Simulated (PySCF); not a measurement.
Variants of one PySCF input: LiN

Base input, run as `OMP_NUM_THREADS=1 python input.py` with PySCF 2.14:

```python
from pyscf import gto, dft
from pyscf.prop.polarizability import uhf as pol

mol = gto.M(
    atom='Li 0 0 0; N 0 0 1.94',
    basis='def2-tzvp',
    charge=0,
    spin=2,
    symmetry=True,
    verbose=3,
)
mf = dft.UKS(mol, xc='lc_wpbe')
mf.kernel()
print('polarizability (a.u.)')
print(pol.Polarizability(mf).polarizability().round(4))
mf.dip_moment()
print('orbital energies (hartree):', [e[max(0, n-3):n+3].round(4) for e, n in zip(mf.mo_energy, mol.nelec)])
```

Base result: E(SCF) = -62.099287 Eh, ⟨S²⟩ = 2.006, μz(SCF) = -7.31 D, α(xx, yy, zz) = 15.5, 15.5, 24.7 bohr³. The bond length is a typed value, not an optimised one. No search for the lowest solution was made.

Run time: 5.1 s on 1 thread of Arm Neoverse V2 (shared host), peak memory 0.2 GiB.

Each row names what differs from the base; energies in brackets are changes from the base.

| change | result | wall time (s) |
| --- | --- | --- |
| functional: lc_wpbe → x3lyp | E(SCF) = -62.132592 Eh, ⟨S²⟩ = 2.019, μz(SCF) = -6.72 D, α(xx, yy, zz) = 23.7, 23.7, 48.0 bohr³ | 4.3 |
| Cartesian functions: off → on | E(SCF) = -62.100090 Eh (-0.0219 eV), ⟨S²⟩ = 2.006, μz(SCF) = -7.31 D, α(xx, yy, zz) = 15.6, 15.6, 24.9 bohr³ | 5.5 |
| basis set: def2-tzvp → cc-pvdz | E(SCF) = -62.078628 Eh (+0.5621 eV), ⟨S²⟩ = 2.006, μz(SCF) = -6.87 D, α(xx, yy, zz) = 19.4, 19.4, 26.2 bohr³ | 3.1 |
| spin-free X2C: off → on [basis contracted without relativity] | E(SCF) = -62.127963 Eh, ⟨S²⟩ = 2.006, μz(SCF) = -7.30 D, α(xx, yy, zz) = 15.6, 15.6, 24.8 bohr³ | 5 |
| PCM solvent, dielectric constant: none → 2.27; step after the SCF: polarizability → analyze | E(SCF) = -62.117696 Eh (-0.5009 eV), ⟨S²⟩ = 2.004, μz(SCF) = -7.97 D | 3 |
| smearing width (hartree): none → 0.01; step after the SCF: polarizability → none [smearing does not keep the typed spin] | not converged: SCF | 7.5 |
| step after the SCF: polarizability → tda; number of roots: default → 4 | E(SCF) = -62.099287 Eh (+0.0000 eV), ⟨S²⟩ = 2.006, μz(SCF) = -7.31 D, first excitations without spin–orbit coupling 0.81, 0.81, 2.54, 3.61 eV | 11 |
| geometry: bond 1.94 → bond 1.882 | E(SCF) = -62.100325 Eh (-0.0282 eV), ⟨S²⟩ = 2.005, μz(SCF) = -7.16 D, α(xx, yy, zz) = 14.7, 14.7, 22.5 bohr³ | 5 |
| geometry: bond 1.94 → bond 2.91 [spin-contaminated] | E(SCF) = -62.052256 Eh (+1.2798 eV), ⟨S²⟩ = 2.529, μz(SCF) = -5.26 D, α(xx, yy, zz) = 83.2, 83.2, 365.5 bohr³ | 5.5 |
| functional: lc_wpbe → pbe | E(SCF) = -62.061881 Eh, ⟨S²⟩ = 2.023, μz(SCF) = -6.29 D, α(xx, yy, zz) = 32.6, 32.6, 75.6 bohr³ | 4 |
| integration grid: default → 2 | E(SCF) = -62.099280 Eh (+0.0002 eV), ⟨S²⟩ = 2.006, μz(SCF) = -7.31 D, α(xx, yy, zz) = 15.5, 15.5, 24.7 bohr³ | 4.2 |
| step after the SCF: polarizability → eomip; SCF type: UKS → UHF; functional: lc_wpbe → none (Hartree–Fock); frozen orbitals: default → 1; number of roots: default → 5 | E(SCF) = -61.833748 Eh, E(CCSD) − E(SCF) = -0.19287 Eh, ⟨S²⟩ = 2.029, μz(SCF) = -7.49 D, ionisation roots 6.620, 7.770, 9.161, 9.161, 10.889 eV | 3 |
| cycle limit: 50 → 200 | E(SCF) = -62.099287 Eh (+0.0000 eV), ⟨S²⟩ = 2.006, μz(SCF) = -7.31 D, α(xx, yy, zz) = 15.5, 15.5, 24.7 bohr³ | 5.2 |
| integration grid: default → (99, 590) | E(SCF) = -62.099291 Eh (-0.0001 eV), ⟨S²⟩ = 2.006, μz(SCF) = -7.31 D, α(xx, yy, zz) = 15.5, 15.5, 24.7 bohr³ | 9.3 |
| step after the SCF: polarizability → eomip; SCF type: UKS → UHF; functional: lc_wpbe → none (Hartree–Fock); frozen orbitals: default → 0; number of roots: default → 3 | E(SCF) = -61.833748 Eh, E(CCSD) − E(SCF) = -0.21091 Eh, ⟨S²⟩ = 2.029, μz(SCF) = -7.49 D, ionisation roots 6.626, 7.783, 9.171 eV | 3.7 |
| smearing width (hartree): none → 0.001; step after the SCF: polarizability → none [smearing does not keep the typed spin] | not converged: SCF | 7 |
| geometry: bond 1.94 → bond 5.82 [spin-contaminated] | E(SCF) = -62.038714 Eh (+1.6483 eV), ⟨S²⟩ = 3.001, μz(SCF) = -0.01 D, α(xx, yy, zz) = 140.9, 140.9, 147.6 bohr³ | 5.4 |
| step after the SCF: polarizability → gradient | E(SCF) = -62.099287 Eh (+0.0000 eV), ⟨S²⟩ = 2.006, μz(SCF) = -7.31 D, gradient on the second atom 0.0130 Eh/bohr | 2.9 |
| step after the SCF: polarizability → ccsd(t); SCF type: UKS → UHF; functional: lc_wpbe → none (Hartree–Fock); frozen orbitals: default → 1 | E(SCF) = -61.833748 Eh, E(CCSD) − E(SCF) = -0.19287 Eh, (T) = -0.00478 Eh, ⟨S²⟩ = 2.029, μz(SCF) = -7.49 D | 3.4 |
| step after the SCF: polarizability → nevpt2; SCF type: UKS → ROHF; functional: lc_wpbe → none (Hartree–Fock); active space: default → 2 electrons in 3 orbitals | stops with WfnSymmetryError (Initial guess for symmetry 1 not found) after the SCF | 0.75 |
| step after the SCF: polarizability → nevpt2; SCF type: UKS → ROHF; functional: lc_wpbe → none (Hartree–Fock); active space: default → 6 electrons in 6 orbitals | stops with PointGroupSymmetryError (Incomplete 2D-irrep orbitals for cylindrical symmetry.) after the SCF | 0.72 |
| basis set: def2-tzvp → cc-pvtz | E(SCF) = -62.098450 Eh (+0.0228 eV), ⟨S²⟩ = 2.006, μz(SCF) = -7.06 D, α(xx, yy, zz) = 18.4, 18.4, 24.0 bohr³ | 8 |

**Question.** Order these changes by how far they move the SCF energy from the base, largest first: (1) PCM solvent, dielectric constant: none → 2.27; step after the SCF: polarizability → analyze; (2) geometry: bond 1.94 → bond 1.882; (3) geometry: bond 1.94 → bond 2.91; (4) geometry: bond 1.94 → bond 5.82.

**Answer.** (4) +1.6483 eV, (3) +1.2798 eV, (1) -0.5009 eV, (2) -0.0282 eV.
